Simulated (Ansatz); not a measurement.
C4H3F (`C=C=C=CF`), 8 atoms. The species carries charge 0 and has multiplicity 1. All runs use 2 threads of an Arm Neoverse V2 on a shared host. Correlated methods freeze the cores.

Question: Give the basis size and wall time and peak host memory of each of these runs in Ansatz. RKS CAM-B3LYP-D4/def2-TZVPP energy; RKS PBE0-D4/def2-TZVP relaxation (11 steps); RKS PBE0-D4/def2-TZVP frequencies; RKS r2SCAN-D4/def2-TZVPP energy and forces; RHF-CCSD(T)/def2-SVP energy; RKS B97M-V/def2-TZVPP energy; direct RPA on PBE orbitals/def2-TZVPP energy; RKS ωB97M-V/def2-SVP energy; RKS PBE0-D4/def2-QZVPP energy; RKS ωB97M-V/def2-QZVPP energy; RHF-CCSD(T)/def2-TZVPP energy; RKS r2SCAN0-D4/def2-TZVPP energy. (An estimate is asked.)

Answer: Ansatz gave: Other jobs shared the machine, so times are rough.

```tsv
level	job	functions	wall time	peak host memory (GiB)
RKS CAM-B3LYP-D4/def2-TZVPP	energy	197	2.6 s	0.36
RHF-CCSD(T)/def2-SVP	energy	85	3.5 s	0.3
RKS ωB97M-V/def2-SVP	energy	85	3.6 s	0.21
RKS r2SCAN-D4/def2-TZVPP	energy and forces	197	4 s	0.2
RKS r2SCAN0-D4/def2-TZVPP	energy	197	4.2 s	0.34
direct RPA on PBE orbitals/def2-TZVPP	energy	197	4.7 s	0.36
RKS PBE0-D4/def2-QZVPP	energy	375	6 s	0.81
RKS B97M-V/def2-TZVPP	energy	197	8.5 s	0.24
RKS ωB97M-V/def2-QZVPP	energy	375	15 s	1
RKS PBE0-D4/def2-TZVP	relaxation (11 steps)	173	31 s	0.33
RHF-CCSD(T)/def2-TZVPP	energy	197	80 s	2.5
RKS PBE0-D4/def2-TZVP	frequencies	173	97 s	0.33
```
